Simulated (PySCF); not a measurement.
Compound: C₂H₃O₃S (charge -1).
Atom-mapped SMILES: `[CH2:1]=[CH:2][S:3](=[O:4])(=[O:5])[O-:6]` (hydrogens: H7, H8 on C1; H9 on C2)

Torsions of this conformer, `[CH2:1]=[CH:2][S:3](=[O:4])(=[O:5])[O-:6]`: C1–C2–S3–O4 119°.

The closed-shell ground state was solved at several levels (PySCF, density fitting, gas phase, non-relativistic). The structure is a single PBE0-D3(BJ)/def2-SVP conformer in the gas phase; no vibrational or solvent corrections. The geometry's basis has no diffuse functions, a weakness for an anion. No diffuse functions stand in 6-31G*, cc-pVTZ, def2-TZVP, pcSseg-1 and pcSseg-2, which bears on an anion's orbital energies.

```csv
level,basis functions,HOMO (eV),LUMO (eV),gap (eV)
CAM-B3LYP/def2-SVPD,160,-3.94,4.72,8.66
B3LYP/def2-TZVP,210,-2.00,3.61,5.61
PBE0/pcSseg-1,124,-2.04,3.97,6.01
B3LYP/6-31G*,94,-1.34,4.30,5.64
wB97X-D/pcSseg-2,265,-4.34,5.44,9.78
```

Q: Estimate the row for B3LYP/cc-pVTZ, a basis of 226 functions; the other rows only guide the guess.

A: HOMO -1.86 eV, LUMO 3.74 eV, gap 5.60 eV.

Q: How much does the basis alone move the frontier levels among the 3 B3LYP rows (the withheld one included)?

A: The HOMO by 0.66 eV and the LUMO by 0.69 eV. By rising basis size (HOMO, LUMO in eV): 6-31G* -1.34, 4.30; def2-TZVP -2.00, 3.61; cc-pVTZ -1.86, 3.74.
